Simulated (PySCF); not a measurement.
dimethyl ether: adiabatic energies of losing or gaining an electron at several levels

Structure: `COC` (C2H6O).

All levels share the PBE0-D3(BJ)/def2-SVP structures and the PBE0-D3(BJ)/def2-SVP thermal terms; only the single-point energies (PySCF) change. Values are adiabatic energies of losing or gaining an electron (0 K, eV).

Measured (NIST Chemistry WebBook): adiabatic ionisation energy 10.03 eV.

```tsv
level	ionisation energy to the radical cation	time
PBE0-D3(BJ)/6-31G	9.39	3.8 s
r2SCAN-D3(BJ)/ma-def2-TZVP (grid 3)	9.46	50 s
TPSSh-D3(BJ)/ma-def2-TZVP (grid 3)	9.46	37 s
PBE0-D3(BJ)/def2-TZVPP	9.57	19 s
PBE0-D3(BJ)/pcseg-1	9.57	5.8 s
PBE0-D3(BJ)/def2-TZVP	9.57	12 s
B97-2/ma-def2-TZVP	9.57	15 s
HSE06/ma-def2-TZVP	9.58	32 s
PBE0-D3(BJ)/jun-cc-pV(T+d)Z	9.59	23 s
PBE0-D3(BJ)/ma-def2-TZVP	9.59	–
PBE0-D3(BJ)/ma-def2-SVP	9.63	6.8 s
CAM-B3LYP-D3(BJ)/ma-def2-TZVP	9.74	17 s
```

Times are wall times for all single points of a level on 1 thread of AMD EPYC 7B13, a shared host; the dash marks the run that also made the structures. HSE06, r2SCAN ran on a slower path of this set-up, which computes the density-fitting integrals anew in every SCF cycle while the other levels store them. So the times needn't show the usual order of cost, and those levels read slower than they are.

The spread: 0.35 eV, from 9.39 to 9.74.
